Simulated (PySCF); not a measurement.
# Computed properties of methanethiol (CH4S), SMILES SC

methanethiol (CH₄S), SMILES CS. Coordinates come from a ωB97X-D3(BJ)/def2-TZVP optimisation. The values are those of a single conformer. All values are computed for the isolated molecule unless a solvent is named; none is compared with measurement here.

**Structure.** The optimised structure has Cs symmetry. All 12 harmonic modes at ωB97X-D3(BJ)/def2-TZVP (PySCF) are real, so it is a minimum.

**Vibrations.** The strongest infrared lines (harmonic, unscaled, degenerate partners summed) lie at 3083 cm⁻¹ (24 km/mol, H 98 %), 240 cm⁻¹ (15 km/mol, H 98 %), 1113 cm⁻¹ (12 km/mol, H 80 %, C 15 %). The softest mode is at 240 cm⁻¹ and the zero-point energy is 29.2 kcal/mol.

**Electronic structure.** r2SCAN/def2-TZVPD (PySCF) places the frontier levels at -5.82 and -0.24 eV, a gap of 5.58 eV, and gives a dipole moment of 1.60 D and a mean polarisability of 37.0 bohr³.

**Excitations.** TDDFT-CAM-B3LYP/def2-TZVPD (PySCF) has S1 at 5.29 eV (234 nm, f = 0.003, weak); the most intense of the 10 singlets computed lies at 8.72 eV (f = 0.11). T1 (TDA) is at 4.88 eV. No vertical singlet excitation falls in the visible range (under 3.1 eV).

**NMR.** GIAO shifts at B3LYP/pcSseg-2 (PySCF) (non-relativistic, atoms alike by connectivity averaged): ¹³C at 12.0 ppm against TMS; ¹H from 1.4 to 2.1 ppm against TMS.
